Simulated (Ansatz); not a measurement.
Geometry optimisation, RKS r2SCAN-D4/def2-SVP (Ansatz 0.2.0).

Input file:

```yaml
crystal:
  periodic: [false, false, false]
  atoms:
    - { symbol: "N", position_ang: [-0.8976, 0.8512, 1.4864] }
    - { symbol: C, position_ang: [-0.3003, 0.5073, 0.5753] }
    - { symbol: C, position_ang: [0.3838, 0.0739, -0.4314] }
    - { symbol: O, position_ang: [0.2716, -1.1989, -0.8556] }
    - { symbol: F, position_ang: [1.3496, 0.8313, -1.0341] }
    - { symbol: H, position_ang: [-1.5992, 0.1881, 1.7959] }
    - { symbol: H, position_ang: [0.8533, -1.3209, -1.5821] }
basis:
  gaussian: { orbitals: def2-SVP }
hamiltonian:
  xc: r2scan
  dispersion: d4
relax:
  f_tol: 0.015
  max_steps: 40
output:
  orbitals: {}
```

Launched with:

```bash
$ ansatz run input.yaml --threads 2 --pin off --max-ram 3072MiB --backend cpu --events-out ev --progress --plain --runs-dir out
```

Question: Where does it end, and by what steps?

Answer: It converged. After 22 steps the energy has fallen by 2.289 eV; H7 moved furthest, 0.56 Å.

```csv
step,energy less start (eV),largest force component (eV/Å),accepted
0,0.0000,7.831,yes
1,-1.1041,2.063,yes
2,-1.5604,2.387,yes
3,-2.0088,1.816,yes
4,-2.1096,0.617,yes
5,-2.1478,0.424,yes
6,-2.1684,0.355,yes
7,-2.1779,0.211,yes
8,-2.1871,0.716,yes
9,-2.1889,0.950,yes
10,-2.2077,0.379,yes
11,-2.2366,0.244,yes
12,-2.1543,2.866,no
13,-2.2620,0.115,yes
14,-2.2690,0.790,yes
15,-2.2608,0.877,no
16,-2.2828,0.285,yes
17,-2.2769,0.577,no
18,-2.2871,0.105,yes
19,-2.2888,0.032,yes
20,-2.2891,0.043,yes
21,-2.2892,0.016,yes
22,-2.2892,0.009,yes
```

```xyz
7
Properties=species:S:1:pos:R:3
N -0.726 0.450 1.731
C -0.294 0.290 0.585
C 0.359 0.056 -0.542
O 0.297 -1.106 -1.218
F 0.983 1.063 -1.191
H -1.720 0.722 1.765
H 1.163 -1.542 -1.177
```

Run time: 51 s on 2 threads of Arm Neoverse V1, on a shared host, peak memory 0.16 GiB.
